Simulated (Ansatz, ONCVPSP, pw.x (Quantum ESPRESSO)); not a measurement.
# What a changed setting does to a pw.x run (fcc Al)

Potential: optimised norm-conserving Vanderbilt (ONCV), ONCVPSP 4.0.1, PBE; core [Ne], reference 3s2 3p1; waves: 3s: rc 2.20 bohr, ncon 3, nbas 6, qcut 3.4 1/bohr, 2 projectors, debl 2.1 Ha; 3p: rc 2.35 bohr, ncon 4, nbas 7, qcut 3 1/bohr, 2 projectors, debl 3.6 Ha; d scattering state at 0.32 Ha: rc 1.90 bohr, ncon 4, nbas 7, qcut 5 1/bohr, local; local part: the d channel; core correction: none.

The reference run (k-mesh 14³, cutoffs 35/140 Ry, Fermi–Dirac 0.01 Ry, mixing_beta 0.4, conv_thr 1e-9, no spin) gives 0.70 GPa at 16.527 Å³/atom, where all-electron LAPW gives -0.17 GPa. This run, with its own iteration cap, changes k-mesh shift to 1.

```
&control
  calculation='scf', prefix='x', pseudo_dir='./', outdir='./tmp', tstress=.true., disk_io='none'
/
&system
  ibrav=0, nat=1, ntyp=1, ecutwfc=35, ecutrho=140, nbnd=8,
  occupations='smearing', smearing='fd', degauss=0.01
/
&electrons
  conv_thr=1e-09, mixing_beta=0.4, electron_maxstep=50
/
ATOMIC_SPECIES
Al 1.0 Al.UPF
CELL_PARAMETERS angstrom
  0.00000000 2.02172157 2.02172157
  2.02172157 0.00000000 2.02172157
  2.02172157 2.02172157 0.00000000
ATOMIC_POSITIONS crystal
Al 0.0000 0.0000 0.0000
K_POINTS automatic
14 14 14 1 1 1
```

```bash
pw.x < Al.scf.in > Al.scf.out
```

Problem. How does the run end?

Solution. It converges in 6 iterations; the free energy moves by -4.5 meV/atom and the pressure by +0.10 GPa.

```
Message from routine setup:
     using ibrav=0 with symmetry is DISCOURAGED, use correct ibrav instead
     lattice parameter (alat)  =       5.4030  a.u.
     unit-cell volume          =     111.5297 (a.u.)^3
     number of electrons       =         3.00
     number of Kohn-Sham states=            8
     kinetic-energy cutoff     =      35.0000  Ry
     charge density cutoff     =     140.0000  Ry
     scf convergence threshold =      1.0E-09
     Exchange-correlation= PBE
     number of k points=   280  Fermi-Dirac smearing, width (Ry)=  0.0100
     iteration #  1     ecut=    35.00 Ry     beta= 0.40
     total energy              =      -4.14953733 Ry
     estimated scf accuracy    <       0.00553341 Ry
     iteration #  2     ecut=    35.00 Ry     beta= 0.40
     total energy              =      -4.14944842 Ry
     estimated scf accuracy    <       0.00189521 Ry
     iteration #  3     ecut=    35.00 Ry     beta= 0.40
     total energy              =      -4.14947622 Ry
     estimated scf accuracy    <       0.00000196 Ry
     iteration #  4     ecut=    35.00 Ry     beta= 0.40
     total energy              =      -4.14947851 Ry
     estimated scf accuracy    <       0.00000030 Ry
     iteration #  5     ecut=    35.00 Ry     beta= 0.40
     total energy              =      -4.14947857 Ry
     estimated scf accuracy    <          1.8E-09 Ry
     iteration #  6     ecut=    35.00 Ry     beta= 0.40
     the Fermi energy is     7.9359 ev
!    total energy              =      -4.14947858 Ry
     estimated scf accuracy    <          2.6E-10 Ry
     smearing contrib. (-TS)   =      -0.00191529 Ry
     The total energy is F=E-TS. E is the sum of the following terms:
     one-electron contribution =       2.84793029 Ry
     hartree contribution      =       0.00671632 Ry
     xc contribution           =      -1.60190126 Ry
     ewald contribution        =      -5.40030864 Ry
     convergence has been achieved in   6 iterations
          total   stress  (Ry/bohr**3)                   (kbar)     P=        7.98
     Message from routine punch:
     Nothing written, as per user request (disk_io='none')
```

The run took about 8.2 s on one core of a shared host (Intel(R) Xeon(R) 6975P-C, 192 threads, 1488 GiB, load 112).
